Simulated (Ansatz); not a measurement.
# Property card for AlNi

Level of theory: Ansatz 0.2.0, DFT PBEsol, scalar-relativistic, plane waves, PAW.

Settings: cutoff 420 eV, Γ-centred mesh 14×14×14 on the computed 2-atom cell, Gaussian smearing of 0.10 eV; no spin polarisation.

The structure is relaxed at this level of theory with its symmetry kept. Whether it is the stable form of this composition wasn't checked.

```
Al Ni
1.0
     2.86217    0.00000    0.00000
     0.00000    2.86217    0.00000
     0.00000    0.00000    2.86217
Al Ni
1 1
Direct
  0.00000 0.00000 0.00000
  0.50000 0.50000 0.50000
```

Task: Formation energy from the elements' standard states (uncorrected)?

Result: -0.670 eV/atom.

Task: Density of states at the Fermi level?

Result: 0.83 states/eV per cell.

Task: Löwdin character within 0.5 eV of the Fermi level?

Result: Ni 3d 57 %, Al 3p 30 %, unprojected 5 %.

Task: Bulk modulus?

Result: 173 GPa.

Task: Its pressure derivative?

Result: 4.3.

Task: Bader charges (e)?

Result: Al (1 in the cell) 1.75, Ni (1 in the cell) -1.75.

A ferromagnetic start lost its moments in a first run, so spin was left out; other magnetic orders weren't tried.